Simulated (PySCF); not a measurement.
Compound: sulfuryl fluoride, F2O2S.
Bonds: O1–S2 (double), S2–O3 (double), S2–F4, S2–F5.

Linear response at PBE0/aug-cc-pVTZ (PySCF, frozen core in the response, non-relativistic). Isolated species at its PBE0-D3(BJ)/def2-TZVP geometry, gas phase.

Static isotropic polarisability: 27.90 au (4.13 Å³), principal values 25.8, 27.4, 30.5 au.

What is the polarisability at 1064 nm and at the sodium D line?

28.02 au at 1064 nm (+0.4 %), 28.31 au at 589.3 nm (+1.5 %). The rise at 589.3 nm is 3.33 times that at 1064 nm; a pure ω² law gives 3.26. The lowest singlet lies at 147 nm, shorter than both wavelengths.

What is the isotropic C6 coefficient between two such molecules, C6 = (3/π)∫α(iω)² dω?

450.4 au (Eh·bohr⁶) by a ten-point quadrature over imaginary frequencies, which is 269 eV·Å⁶ or 26 J·nm⁶/mol.

Which effective excitation energy ω̄ makes London's formula C6 = (3/4)α²ω̄ exact here?

ω̄ = 4·C6/(3α²) = 0.772 Eh = 21.0 eV. A one-pole form α(ω) = α/(1 − ω²/ω̄²) fitted to the 1064 nm value gives 17.6 eV.

How many electrons N does the Slater–Kirkwood formula C6 = (3/4)·√N·α^(3/2) need to give this C6?

N = (4·C6/3)²/α³ = 16.6; the species has 50 electrons in all.

What molar refraction at the D line follows from R = (4π/3)·N_A·α′, with α′ the polarisability volume?

α′ = 4.20 Å³ gives R = 10.58 cm³/mol, for isolated, non-vibrating species.

What n − 1 at the D line would an ideal gas of it have at 273.15 K and 1 atm (2.6868 × 10¹⁹ cm⁻³), by n − 1 = 2π·N·α′?

7.08 × 10⁻⁴, a formal value whether or not that pressure can be reached.
